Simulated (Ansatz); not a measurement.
A structure relaxed at PBE0-D4/def2-TZVP, charge 0, multiplicity 2:

```xyz
4

F     0.010   -1.172   -0.592
C     0.107    0.099   -0.270
F     1.200    0.318    0.426
Cl   -1.318    0.755    0.436
```

Q: Give its formula and SMILES.

A: CClF2, `F[C](F)Cl`.

Q: Point group (tolerance 0.08 Å, 0.16 Å for H)?

A: Cs.

Q: Summarise the bond lengths by kind.

A: 2 × C–F 1.315 Å; 1 × C–Cl 1.720 Å.

Results of the Gaussian-basis code of Ansatz.
